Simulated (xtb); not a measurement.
xtb input (GFN2-xTB):

```bash
xtb mol.xyz --gfn 2 --ohess tight --chrg -1 --uhf 0
```
mol.xyz:
```
5

C     -0.90272657     0.08227855    -0.00369314
C      0.45524978     0.38448822    -0.02409524
Cl    -1.52879252    -1.48299074    -0.01917302
H      1.18921184    -0.42632441     0.03599494
H      0.77844066     1.39334059     0.03798346
```

End of the output:

```
   ------------------------------------------------------------------------
    298.15    0.460675E-02    0.320007E-01    0.301117E-01    0.188899E-02
   ------------------------------------------------------------------------

         :::::::::::::::::::::::::::::::::::::::::::::::::::::
         ::                  THERMODYNAMIC                  ::
         :::::::::::::::::::::::::::::::::::::::::::::::::::::
         :: total free energy          -9.952464944248 Eh   ::
         ::.................................................::
         :: total energy               -9.954353937567 Eh   ::
         :: zero point energy           0.027393925636 Eh   ::
         :: G(RRHO) w/o ZPVE           -0.025504932317 Eh   ::
         :: G(RRHO) contrib.            0.001888993319 Eh   ::
         :::::::::::::::::::::::::::::::::::::::::::::::::::::

optimized geometry written to: xtbopt.xyz

           -------------------------------------------------
          | TOTAL ENERGY               -9.954353937567 Eh   |
          | TOTAL ENTHALPY             -9.922353266709 Eh   |
          | TOTAL FREE ENERGY          -9.952464944248 Eh   |
          | GRADIENT NORM               0.000053226165 Eh/α |
          | HOMO-LUMO GAP               4.464858231118 eV   |
           -------------------------------------------------

------------------------------------------------------------------------
------------------------------------------------------------------------
 total:
 SCF:
 ANC optimizer:
 analytical hessian:
```

It need not be the lowest isomer of its formula. Whether it binds its extra electron was not tested at this geometry.
